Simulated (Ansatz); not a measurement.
Geometry optimisation, Ansatz 0.2.0, RKS PBE-D4/def2-SVP.

Input:

```yaml
crystal:
  periodic: [false, false, false]
  atoms:
    - { symbol: B, position_ang: [0.0, 0.0, 0.0] }
    - { symbol: H, position_ang: [0.6594, 0.0, 1.2237] }
    - { symbol: C, position_ang: [1.7899, 0.0, 0.1905] }
    - { symbol: H, position_ang: [2.1194, -1.0462, 0.0203] }
    - { symbol: H, position_ang: [1.6534, 0.508, -0.7869] }
    - { symbol: H, position_ang: [2.5594, 0.5381, 0.7823] }
    - { symbol: Cl, position_ang: [-1.6108, 0.0, -0.93] }
basis:
  gaussian: { orbitals: def2-SVP }
hamiltonian:
  xc: pbe
  dispersion: d4
relax:
  f_tol: 0.15
  max_steps: 25
  restrain:
    - { distance: [1, 2], at: 1.11, k: 30.0 }
    - { distance: [0, 1], at: 2.39, k: 30.0 }
    - { distance: [0, 2], at: 2.8, k: 30.0 }
```

Run as:

```bash
$ ansatz run input.yaml --threads 1 --pin off --max-ram 2048MiB --backend cpu --events-out ev --progress --plain --runs-dir out
```

Task: Where does it end, and by what steps?

Result: It converged. The restraints hold the end off the free minimum. After 13 steps the energy has fallen by 2.393 eV (the restraints' own energy left out); B1 moved furthest, 1.05 Å. Parted: B1–H2, B1–C3. Joined: H2–C3.

| step | energy less start (eV) | largest force component (eV/Å) | accepted |
| --- | --- | --- | --- |
| 0 | 0.0000 | 5.016 | yes |
| 1 | 1.6613 | 6.042 | yes |
| 2 | 1.5773 | 6.350 | yes |
| 3 | 0.8479 | 10.526 | yes |
| 4 | -1.0319 | 3.621 | yes |
| 5 | -2.0029 | 1.218 | yes |
| 6 | -0.7322 | 11.275 | no |
| 7 | -2.1950 | 0.982 | yes |
| 8 | -2.2542 | 0.977 | yes |
| 9 | -2.3004 | 0.854 | yes |
| 10 | -2.3290 | 0.839 | yes |
| 11 | -2.3739 | 0.598 | yes |
| 12 | -2.3881 | 0.584 | yes |
| 13 | -2.3935 | 0.431 | yes |

```xyz
7
Properties=species:S:1:pos:R:3
B -0.923 -0.397 0.307
H 1.203 0.241 1.192
C 1.852 0.074 0.310
H 1.790 -0.988 0.003
H 1.542 0.727 -0.527
H 2.903 0.309 0.577
Cl -1.196 0.034 -1.362
```

Whether the end is a true minimum wasn't checked by a vibrational analysis.

Run time: 7.9 s on 1 thread of AMD EPYC 9R45 96-Core Processor (Zen 5), on a shared host, peak memory 0.15 GiB.
